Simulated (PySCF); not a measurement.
**Magnetisability: SMILES [PH+]1(CC)C=C1, [C₄H₈P]+, charge +1**

Geometry:
```json
{"atom": "C1", "x (Å)": "-1.526", "y (Å)": "-0.515", "z (Å)": "0.434"}
{"atom": "C2", "x (Å)": "-0.997", "y (Å)": "0.674", "z (Å)": "-0.353"}
{"atom": "P3", "x (Å)": "0.802", "y (Å)": "0.688", "z (Å)": "-0.485"}
{"atom": "C4", "x (Å)": "1.866", "y (Å)": "-0.075", "z (Å)": "0.684"}
{"atom": "C5", "x (Å)": "1.788", "y (Å)": "-0.763", "z (Å)": "-0.444"}
{"atom": "H6", "x (Å)": "-2.622", "y (Å)": "-0.454", "z (Å)": "0.478"}
{"atom": "H7", "x (Å)": "-1.152", "y (Å)": "-0.524", "z (Å)": "1.468"}
{"atom": "H8", "x (Å)": "-1.266", "y (Å)": "-1.472", "z (Å)": "-0.042"}
{"atom": "H9", "x (Å)": "-1.270", "y (Å)": "1.641", "z (Å)": "0.107"}
{"atom": "H10", "x (Å)": "-1.375", "y (Å)": "0.698", "z (Å)": "-1.390"}
{"atom": "H11", "x (Å)": "1.298", "y (Å)": "1.803", "z (Å)": "-1.193"}
{"atom": "H12", "x (Å)": "2.322", "y (Å)": "-0.040", "z (Å)": "1.676"}
{"atom": "H13", "x (Å)": "2.140", "y (Å)": "-1.656", "z (Å)": "-0.964"}
```

Total charge +1.

Level of theory: GIAO B3LYP/IGLO-II magnetisability, rotational g tensor and spin-rotation constants, non-relativistic, gas phase in PySCF 2.14.0. Geometry: PBE0-D3(BJ)/def2-SVP.

For an ion the centre-of-mass motion in the field is neglected.

Task: How diamagnetic is it, and how anisotropic?

Result: Isotropic -915 × 10⁻³⁰ J/T², or -55.1 × 10⁻⁶ cm³/mol; principal values -1188, -797, -759 × 10⁻³⁰ J/T², anisotropy 412 × 10⁻³⁰ J/T² (root of half the summed squared differences of the principal values). The susceptibility is in cgs units.

Task: Split it along the inertial axes a, b, c into diamagnetic and paramagnetic parts about the centre of mass, with the quadrupole moment.

Result: 
| axis | χ (10⁻⁶ cm³/mol) | diamagnetic (10⁻⁶ cm³/mol) | paramagnetic (10⁻⁶ cm³/mol) | summed x² of all electrons (Å²) | quadrupole Θ (D Å) |
| --- | --- | --- | --- | --- | --- |
| a | -60.7 | -240.5 | 179.8 | 94.2 | +5.87 |
| b | -58.8 | -483.2 | 424.4 | 37.0 | -1.88 |
| c | -45.7 | -556.3 | 510.6 | 19.7 | -3.99 |

Anisotropies 2χaa − χbb − χcc = -17.0 and 2χbb − χaa − χcc = -11.2 × 10⁻⁶ cm³/mol. Θ is traceless in Buckingham's convention.

Task: And the rotational g tensor?

Result: 
| axis | rotational constant (GHz) | g | nuclear part | electronic part |
| --- | --- | --- | --- | --- |
| a | 7.5529 | +0.0240 | 0.6620 | -0.6380 |
| b | 2.9921 | +0.0132 | 0.6098 | -0.5965 |
| c | 2.5431 | -0.0030 | 0.6070 | -0.6100 |

Asymmetric top; isotopes 12C, 1H, 31P; no vibrational averaging.
